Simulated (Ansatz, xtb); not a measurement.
# Two conformers of C4H8F

Structure X is `CC[C](C)F`, a doublet and structure Y is `CC[C](C)F`, a doublet. Both are isolated molecules in the gas phase, relaxed with B3LYP/6-31G*.

X (Å):

```xyz
13

C     1.4341    0.5605    0.8161
C     0.7626   -0.7139    0.2817
C    -0.7244   -0.7065    0.4241
C    -1.5866   -1.9150    0.3050
F    -1.3112    0.4202   -0.0826
H     2.5171    0.5255    0.6570
H     1.2479    0.6816    1.8889
H     1.0411    1.4446    0.3052
H     1.1527   -1.5982    0.8012
H     1.0364   -0.8422   -0.7833
H    -2.5958   -1.7109    0.6810
H    -1.6920   -2.2496   -0.7428
H    -1.1641   -2.7477    0.8767
```

Y (Å):

```xyz
13

C     0.8045    0.9581    1.5515
C     0.3912   -0.1409    0.5458
C    -1.0614   -0.4840    0.5979
C    -1.6947   -1.3720    1.6127
F    -1.8673    0.5544    0.2181
H     0.6401    0.6341    2.5855
H     1.8652    1.2100    1.4404
H     0.2170    1.8664    1.3829
H     0.9736   -1.0523    0.7282
H     0.6402    0.1987   -0.4692
H    -1.8177   -0.8741    2.5911
H    -1.0866   -2.2686    1.7714
H    -2.6937   -1.6836    1.2854
```

Energies in hartree; the thermal terms are from B3LYP/6-31G* harmonic frequencies (ideal gas, rigid rotor, one conformer each, 298.15 K, 1 atm) and include the zero-point energy:

```
                              X           Y
E, CCSD(T)/def2-SVP  −256.144894  −256.144339
    E, MP2/def2-SVP  −256.065214  −256.064698
  E, MP2/def2-TZVPP  −256.547220  −256.546968
  zero-point energy     0.111246     0.111359
       H(298 K) − E     0.118820     0.118940
       G(298 K) − E     0.080623     0.080653
```

Correct the CCSD(T) difference for the basis set by the MP2 change, then work out ΔE, ΔE₀, ΔH and ΔG for X → Y in kJ/mol (1 Eh = 2625.50 kJ/mol) and the equilibrium ratio [Y]/[X].

1. Differences Y − X: CCSD(T) +0.000555, MP2 in the small set +0.000516, MP2 in the large set +0.000252 Eh.
2. ΔE = +0.000555 + (+0.000252 − (+0.000516)) = +0.000291 Eh = +0.76 kJ/mol.
3. ΔE₀ = ΔE + ΔZPE = +0.000291 + (+0.000113) Eh = +1.06 kJ/mol.
4. ΔH = ΔE + (+0.000120) Eh = +1.08 kJ/mol.
5. ΔG = ΔE + (+0.000030) Eh = +0.84 kJ/mol, so ΔS = (ΔH − ΔG)/T = +0.8 J/(mol K).
6. kT = 0.9442 mEh, so K = [Y]/[X] = exp(−ΔG/kT) = exp(−0.34) ≈ 0.71.

The two are too close for this level to say which is favoured. An error of 4 kJ/mol in ΔG would change K by a factor of 5. Mirror images and further conformers aren't counted.

Other levels gave ΔE = +1.3 (B3LYP/6-31G*); +1.8 (HF/def2-SVP); +1.4 (MP2/def2-SVP); +1.5 (CCSD(T)/def2-SVP) kJ/mol. Open shells are spin-unrestricted. The correlated steps freeze 5 core orbitals. Programs: Ansatz 0.2.0.
